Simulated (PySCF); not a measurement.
**Mass spectrum arithmetic for `C/N=C/C=[N]`**

Species: `C/N=C/C=[N]` [radical].

Calculated from tabulated atomic weights, isotope masses and abundances; no fragmentation.

Task: Find the molar and monoisotopic masses of C3H5N2.

Result: For C3H5N2, with standard atomic weights, 3 × 12.011 + 2 × 14.007 + 5 × 1.008 = 69.087 g/mol. From the most abundant isotopes (12C, 14N, 1H), 3 × 12.000000 + 2 × 14.003074 + 5 × 1.007825 = 69.0453 u.

Task: Work out the cluster of the singly charged cation M+, one line a nominal mass.

Result: 
```tsv
nominal mass	m/z (centroid)	relative intensity
69	69.0447	100.0
70	70.0470	4.0
```

Lines under 0.1 % of the tallest are left out. One electron mass, 0.00055 u, is taken off.

Task: What resolving power m/Δm just matches the spacing of the species with one 15N and with one 13C?

Result: They lie 0.00632 u apart at mass 70.04, so m/Δm is about 11000.

Task: Give the mass fraction of each element.

Result: C 52.16 %, N 40.55 %, H 7.30 %.

Task: List the species in which a single atom is changed from its most abundant isotope.

Result: Intensity in % of the monoisotopic species:

```
isotope  mass shift (u)      m/z  intensity (%)
    15N        +0.99703  70.0418           0.74
    13C        +1.00335  70.0481           3.24
     2H        +1.00628  70.0510           0.06
```

Species under 0.02 % are left out.

Task: What share of all molecules is the monoisotopic species?

Result: 0.9893^3 × 0.99632^2 × 0.999885^5 = 96.06 %.

Task: Count the protons, neutrons and electrons of the monoisotopic species, and give its exact less its nominal mass.

Result: 37 protons, 32 neutrons and 37 electrons; 69.0453 − 69 = +0.0453 u.
